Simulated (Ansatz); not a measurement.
The same path of H2OSSi (5 atoms, charge 0, multiplicity 1) was run twice with different band settings. The coordinate that changes most is the dihedral O1–Si2–S3–H5.

Level of theory: RKS LDA/def2-SVP (Ansatz 0.2.0).

Relaxed end points:

```xyz
5
Properties=species:S:1:pos:R:3
O -1.187 -0.658 -0.314
Si -0.962 0.972 -0.076
S 1.172 1.128 0.351
H -0.469 -1.318 -0.253
H 1.496 -0.198 0.250
```

```xyz
5
Properties=species:S:1:pos:R:3
O -1.457 -0.662 -0.364
Si -0.693 0.782 -0.049
S 1.329 0.038 0.249
H -0.972 -1.511 -0.371
H 1.842 1.279 0.494
```

Common settings: movable images 7; climbing image yes; spring 5.0 eV/Å²; optimiser quadratic models (default); start path through a guess of the saddle point; force threshold 0.05 eV/Å; end points relaxed.

| run | iteration limit |
| --- | --- |
| 1 | 60 |
| 2 | 10 |

Task: What does each run give, and how far can it be trusted?

Result: Run 1: converged after 19 iterations, highest image 0.242 eV above the first end. A vibrational analysis at the climbing image gives one clearly imaginary mode, 308i cm⁻¹: a first-order saddle point.
Run 2: not converged after 10 iterations, highest image 0.379 eV above the first end. The band didn't meet its force threshold, so its energies are provisional: the largest band force was still 1.64 eV/Å, and over the last iterations the top moved between 0.35 and 0.46 eV.
